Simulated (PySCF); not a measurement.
## Spin-orbit coupling and the first ionisation energy along the second row

Two-component X2C-1e calculated with PySCF 2.14: MP2 on generalised Hartree-Fock spinors (GMP2), with spin-orbit coupling off and on (screened by Boettger's factors); no Breit or QED terms. Values in eV; the references (NIST) lie between the lowest levels. Elements whose determinants are no pure J levels are left out.

```tsv
element	configurations	spin-free	with spin-orbit	shift	reference
B (x2c-SVPall-2c with one added diffuse shell of s type, 1s2 frozen)	[He] 2s2 2p1 → [He] 2s2	8.201	8.203	0.001	8.298
O (x2c-SVPall-2c with one added diffuse shell of s type, 1s2 frozen)	[He] 2s2 2p4 → [He] 2s2 2p3	12.956	12.965	0.010	13.618
F (x2c-SVPall-2c with one added diffuse shell of s type, 1s2 frozen)	[He] 2s2 2p5 → [He] 2s2 2p4	16.949	16.946	-0.003	17.423
Ne (x2c-SVPall-2c with one added diffuse shell of s type, 1s2 frozen)	[Ne] → [He] 2s2 2p5	21.259	21.225	-0.034	21.565
```

What remains against the references is mostly the basis and correlation beyond MP2.
